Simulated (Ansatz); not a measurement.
Born–Oppenheimer molecular dynamics of AlH₃ (4 atoms, charge 0, multiplicity 1). It starts from a relaxed structure.

Level of theory: Ansatz 0.2.0, RKS r2SCANh-D4/def2-SVP.

| Quantity | Value |
| --- | --- |
| ensemble | NVE (velocity Verlet) |
| time step | 0.5 fs |
| steps asked | 250 |
| starting velocities drawn for | 300 K |
| seed | 561930 |

First frame:

```xyz
4
Properties=species:S:1:pos:R:3
Al 0.000 0.000 0.000
H 0.000 0.000 1.587
H 1.374 0.000 -0.793
H -1.374 0.000 -0.793
```

Problem. How far do the bonds stretch over the last three quarters of this one trajectory? (Pairs bonded in most of those frames.)

Solution. 
| bond | mean (Å) | spread (Å) | shortest | longest |
| --- | --- | --- | --- | --- |
| Al1–H2 | 1.588 | 0.018 | 1.56 | 1.61 |
| Al1–H3 | 1.589 | 0.035 | 1.54 | 1.64 |
| Al1–H4 | 1.588 | 0.038 | 1.53 | 1.64 |

Mean temperature of the second half: 147 K. The conserved energy stayed within 0.1 meV per atom of its start (net change 0.07 meV per atom), so the integration is sound. The temperature averaged 0.49 of the 300 K drawn at the start: a run that starts near a minimum puts about half its kinetic energy into the potential. A run of 0.12 ps of so small a system gives no equilibrium averages.

Run time: 2.4 min on 1 thread of Arm Neoverse V2, with other jobs on the host, peak memory 0.081 GiB.
